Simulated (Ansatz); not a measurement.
Born–Oppenheimer molecular dynamics of CH7ClSi (10 atoms, charge 0, multiplicity 1). It starts from a rough guess of a transition structure, not a stationary point.

Theory: UKS PBE0/6-31G (Ansatz).

```yaml
ensemble: NVE (velocity Verlet)
time_step: 0.5 fs
steps_asked: 150
starting_velocities_drawn_for: 1000 K
seed: 490326
```

First frame:

```xyz
10
Properties=species:S:1:pos:R:3
Si -0.870 0.617 -0.063
H -1.049 -1.168 -0.626
H -1.020 0.868 -1.476
H -1.713 0.144 1.010
Cl -0.509 2.538 0.605
H -0.119 -1.060 -0.337
C 1.026 -0.412 0.161
H 1.670 0.398 0.520
H 1.519 -0.764 -0.745
H 1.065 -1.161 0.951
```

(1) How far do the bonds stretch over the last three quarters of this one trajectory? (Pairs bonded in most of those frames.)

Answers

(1) 
```csv
bond,mean (Å),spread (Å),shortest,longest
Si1–H3,1.516,0.033,1.46,1.57
Si1–H4,1.516,0.052,1.42,1.60
Si1–Cl5,2.242,0.097,2.10,2.36
Si1–C7,1.954,0.148,1.73,2.18
H2–H6,0.776,0.069,0.67,0.87
C7–H8,1.100,0.034,1.05,1.16
C7–H9,1.104,0.030,1.05,1.17
C7–H10,1.107,0.046,1.03,1.18
```

Mean temperature of the second half: 3216 K. The conserved energy stayed within 0.6 meV per atom of its start (net change 0.2 meV per atom), so the integration is sound. The system heated up, since it started high on the potential surface and ran downhill. A run of 0.075 ps of so small a system gives no equilibrium averages. The orbitals stay closed-shell, which can raise the energy where a bond breaks towards radicals; this wasn't checked here. Limits of this set-up: no polarisation functions.

Run time: 6.9 min on 1 thread of Arm Neoverse V2, on a shared host, peak memory 0.14 GiB.
